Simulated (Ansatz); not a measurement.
## What each rung costs and misses: atomization of SiH2, triplet

Geometry (MP2(full)/6-31G*, from the G2/97 set):

```xyz
3

Si    0.0000    0.0000    0.0508
H     0.0000    1.2719   -0.7081
H     0.0000   -1.2719   -0.7081
```

Measured, as an electronic atomization energy: 546.9 kJ/mol (G2/97 heats of formation of molecule and atoms, with zero-point and thermal terms from B3LYP taken off; Curtiss et al., J. Chem. Phys. 106, 1063 (1997), Staroverov et al., J. Chem. Phys. 119, 12129 (2003)). The measured value holds scalar relativity and spin–orbit coupling, which all computed ones lack, and core correlation, which the wave-function levels lack. Atoms are taken at the same level, with ROHF references for molecule and atoms in the R rows. The atoms' steps beyond CCSDT(Q) are taken from restricted open-shell runs, which share full CI's core. Ansatz 0.2.0; the 6-31G* set has Cartesian d functions; a miss is computed less measured; times are wall times on shared hosts and scatter by a factor of two or so. A small miss in a small set is a cancellation of the method's error against the basis error.

```
                            level        basis  miss (kJ/mol)      time of the run              hardware
                              UHF        6-31G         -174.8               0.12 s          1 CPU thread
                         RCCSD(T)       STO-3G          145.7               0.18 s          1 CPU thread
                              UHF  cc-pV(T+d)Z         -103.0               0.24 s          1 CPU thread
                              PBE       STO-3G          242.3               0.24 s          1 CPU thread
                             BLYP       STO-3G          237.1               0.24 s          1 CPU thread
                           B2PLYP       STO-3G          194.2               0.24 s          1 CPU thread
                          RPA-PBE       STO-3G          106.4               0.24 s          1 CPU thread
                         UCCSD(T)        6-31G         -103.9               0.24 s          1 CPU thread
                          BCCD(T)       STO-3G          145.8               0.25 s          1 CPU thread
                         UCCSD(T)       6-31G*          -70.7                0.3 s          1 CPU thread
                         RCCSD(T)       6-31G*          -70.7                0.3 s          1 CPU thread
           NEVPT2 (valence space)        6-31G         -106.4                0.3 s          1 CPU thread
                           B2PLYP        6-31G          -65.8               0.33 s          1 CPU thread
                          BCCD(T)       6-31G*          -70.7               0.36 s          1 CPU thread
                            SPW92  cc-pV(T+d)Z           67.8               0.36 s          1 CPU thread
                             PBE0  cc-pV(D+d)Z            0.5               0.39 s          1 CPU thread
                            B3LYP  cc-pV(D+d)Z            2.0               0.42 s          1 CPU thread
                          RPA-PBE  cc-pV(D+d)Z          -45.7               0.42 s          1 CPU thread
                           CISDTQ        6-31G         -103.4               0.42 s          1 CPU thread
       NEVPT4(SD) (valence space)        6-31G         -103.8               0.51 s          1 CPU thread
       NEVPT4(SD) (valence space)       6-31G*          -75.8               0.54 s          1 CPU thread
                            B3LYP  cc-pV(T+d)Z           10.2               0.63 s          1 CPU thread
         MRCISD+Q (valence space)  cc-pV(D+d)Z          -35.9               0.75 s          1 CPU thread
                          full CI       6-31G*          -70.1               0.75 s          1 CPU thread
                        UCCSDT(Q)       STO-3G          146.1               0.97 s          1 CPU thread
                          r2SCANh  cc-pV(T+d)Z           28.7                1.2 s          1 CPU thread
                          r2SCAN0  cc-pV(T+d)Z           26.3                1.3 s          1 CPU thread
                          BCCD(T)  cc-pV(T+d)Z           -3.1                1.6 s          1 CPU thread
                        RCCSDT(Q)       6-31G*          -70.1                1.7 s          1 CPU thread
         MRCISD+Q (valence space)  cc-pV(T+d)Z           -7.8                1.7 s  H100 + 5 CPU threads
MRCISD+Q(relaxed) (valence space)  cc-pV(T+d)Z           -5.0                1.8 s  H100 + 5 CPU threads
                         RCCSD(T)  cc-pV(Q+d)Z            6.9                1.8 s  H100 + 5 CPU threads
                          UCCSDTQ       STO-3G          146.1                3.5 s          1 CPU thread
                         UCCSD(T)  cc-pV(T+d)Z           -3.1    4 s (with forces)          1 CPU thread
                         RCCSD(T)  cc-pV(T+d)Z           -3.1  4.3 s (with forces)          1 CPU thread
                        RCCSDT(Q)  cc-pV(Q+d)Z            7.1                4.5 s  H100 + 5 CPU threads
                          UCCSDTQ        6-31G         -103.3                5.5 s          1 CPU thread
                          RCCSDTQ        6-31G         -103.3                5.5 s          1 CPU thread
                          RCCSDTQ  cc-pV(T+d)Z           -3.0                 16 s  H100 + 5 CPU threads
                          full CI  cc-pV(T+d)Z           -3.0                 21 s  H100 + 5 CPU threads
```

HF's time is that of a plain UHF run.

The smallest set from which on each level stays within 1 kcal/mol of its own cc-pV(Q+d)Z value (sets in order of size: STO-3G, 6-31G, 6-31G*, cc-pV(D+d)Z, cc-pV(T+d)Z, cc-pV(Q+d)Z): RHF cc-pV(T+d)Z; UHF cc-pV(T+d)Z; PBE cc-pV(T+d)Z; r2SCAN cc-pV(T+d)Z; B3LYP cc-pV(T+d)Z; wB97M-V 6-31G*; B2PLYP cc-pV(T+d)Z; RMP2 none (cc-pV(T+d)Z is 2.0 kcal/mol off); UMP2 none (cc-pV(T+d)Z is 2.1 kcal/mol off); RCCSD(T) none (cc-pV(T+d)Z is 2.4 kcal/mol off); UCCSD(T) none (cc-pV(T+d)Z is 2.4 kcal/mol off).
